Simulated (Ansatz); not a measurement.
## Molecular dynamics of H2N

Input:

```yaml
crystal:
  periodic: [false, false, false]
  atoms:
    - { symbol: "N", position_ang: [0.346141, -0.20617, 0.170556] }
    - { symbol: H, position_ang: [0.121388, 0.814152, 0.155097] }
    - { symbol: H, position_ang: [-0.468714, -0.597048, -0.325129] }
magnetization:
  spin_polarized: true
  initial_magnetization: 1
basis:
  gaussian: { orbitals: def2-SVP }
hamiltonian:
  xc: pbe0
  dispersion: d4
md:
  timestep: 1.0
  n_steps: 266
  ensemble: nve
  temperature: 400.0
  initial_velocities: maxwell_boltzmann
  seed: 64593
```

Command:

```bash
$ ansatz run input.yaml --threads 1 --pin off --max-ram 2048MiB --backend cpu --events-out ev --progress --plain --runs-dir out
```

It goes on from the last frame of an earlier run, with new velocities.

Output, in part (step lines, the closing report, with atoms numbered from 0):

```
md step     0: t =     0.00 fs  T =   400.0 K  F+E_penalty+E_count = -1517.42287564 eV  E_kin = 0.051704 eV  conserved = -1517.37117164 eV  (24 SCF iters)
[... lines left out ...]
Total energy: -1517.39797715 eV, -55.7633471310 hartree
Atom 0 at     0.343978    -0.202566     0.169739 Å, force     0.595936    -1.444461     0.176525 eV/Å
Atom 1 at     0.142837     0.776502     0.162992 Å, force    -0.368999     1.480296    -0.046326 eV/Å
Atom 2 at    -0.460104    -0.609475    -0.321671 Å, force    -0.226937    -0.035835    -0.130199 eV/Å
Dipole moment:    -0.320244     0.190840    -0.157783 e Å
```

The steps, from the saved trajectory:

| time (fs) | T (K) | potential energy less start (eV) | conserved less start (meV/atom) |
| --- | --- | --- | --- |
| 0 | 400 | 0.000 | 0.00 |
| 8 | 69 | 0.047 | 1.45 |
| 16 | 110 | 0.041 | 1.28 |
| 24 | 401 | -0.001 | -0.12 |
| 32 | 114 | 0.041 | 1.33 |
| 40 | 177 | 0.031 | 0.90 |
| 48 | 339 | 0.009 | 0.20 |
| 56 | 104 | 0.042 | 1.31 |
| 64 | 185 | 0.031 | 0.98 |
| 72 | 286 | 0.016 | 0.43 |
| 80 | 154 | 0.035 | 1.03 |
| 88 | 240 | 0.023 | 0.73 |
| 96 | 206 | 0.028 | 0.82 |
| 104 | 162 | 0.034 | 1.04 |
| 112 | 271 | 0.018 | 0.45 |
| 120 | 140 | 0.037 | 1.31 |
| 128 | 253 | 0.020 | 0.48 |
| 136 | 270 | 0.019 | 0.61 |
| 144 | 61 | 0.048 | 1.44 |
| 152 | 245 | 0.022 | 0.78 |
| 160 | 347 | 0.007 | -0.02 |
| 168 | 12 | 0.056 | 1.94 |
| 176 | 324 | 0.010 | 0.07 |
| 184 | 303 | 0.014 | 0.54 |
| 192 | 5 | 0.056 | 1.66 |
| 200 | 255 | 0.021 | 0.71 |
| 208 | 343 | 0.007 | 0.02 |
| 216 | 43 | 0.052 | 1.85 |
| 224 | 303 | 0.013 | 0.19 |
| 232 | 243 | 0.022 | 0.73 |
| 240 | 93 | 0.044 | 1.33 |
| 248 | 257 | 0.021 | 0.69 |
| 256 | 230 | 0.024 | 0.59 |
| 264 | 166 | 0.034 | 1.10 |

The run went to its last step. The conserved energy stayed within 2 meV per atom of its start (net change 0.72 meV per atom), so the integration is sound. Over the second half the temperature averaged 0.52 of the 400 K drawn at the start: a run that starts near a minimum puts about half its kinetic energy into the potential. A run of 0.27 ps of so small a system gives no equilibrium averages.

The same pairs are bonded in the first frame and the last. Pairs count as bonded within 1.25 times the sum of covalent radii (0.12 Å more for H–H).

Last frame:

```xyz
3
Properties=species:S:1:pos:R:3
N 0.344 -0.203 0.170
H 0.143 0.776 0.163
H -0.460 -0.610 -0.322
```

Time of the run: 68 s on 1 thread of Arm Neoverse V2, on a shared host, peak memory 0.073 GiB.
